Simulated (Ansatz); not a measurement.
BCl, SMILES `[B]Cl`. Charge 0, multiplicity 1.

```csv
atom,x (Å),y (Å),z (Å)
B1,0.3619,0.7100,-0.3205
Cl2,-0.3619,-0.7100,0.3205
```

Problem. Give the diagnostics of a CCSD(T)/def2-TZVPP run (frozen core, Ansatz 0.2.0). (Best estimate.)

Solution. Ansatz gave: T1 = 0.0163, largest single amplitude 0.023, largest double 0.098, (T) share of the correlation energy 4.5 %, 9 CCSD cycles. The RHF solution is unstable towards an unrestricted one. T1 lies under the customary mark of 0.02 for closed shells.
